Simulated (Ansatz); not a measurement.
Relaxation of CH₃FS (6 atoms, charge 0, multiplicity 1), to a largest force component of 0.015 eV/Å in at most 40 steps.

These are results of RKS PBE0-D4/def2-mTZVP (Ansatz), not measurements.

```xyz
6
Properties=species:S:1:pos:R:3:forces:R:3
F 0.702 0.166 -1.210 0.27 0.56 -1.01
C -0.064 -0.426 -0.258 0.86 -0.93 0.61
S -0.809 0.801 0.838 -0.33 0.01 -0.24
H 0.692 -1.071 0.288 -1.41 0.53 0.01
H -0.841 -1.024 -0.751 0.25 0.03 0.19
H -1.704 1.261 -0.102 0.37 -0.21 0.43
```

Question: Where does it end, and by what steps?

Answer: The forces met the threshold. After 5 steps the energy has fallen by 0.111 eV; H4 moved furthest, 0.11 Å.

| step | energy less start (eV) | largest force component (eV/Å) | accepted |
| --- | --- | --- | --- |
| 0 | 0.0000 | 1.413 | yes |
| 1 | -0.1024 | 0.456 | yes |
| 2 | -0.1108 | 0.124 | yes |
| 3 | -0.1114 | 0.054 | yes |
| 4 | -0.1115 | 0.032 | yes |
| 5 | -0.1115 | 0.005 | yes |

```xyz
6
Properties=species:S:1:pos:R:3
F 0.732 0.157 -1.267
C -0.041 -0.416 -0.281
S -0.785 0.797 0.824
H 0.598 -1.045 0.340
H -0.806 -1.023 -0.764
H -1.723 1.236 -0.047
```

The run took 8.9 s on 1 thread of Intel(R) Xeon(R) 6975P-C (Granite Rapids), on a shared host, peak memory 0.15 GiB.
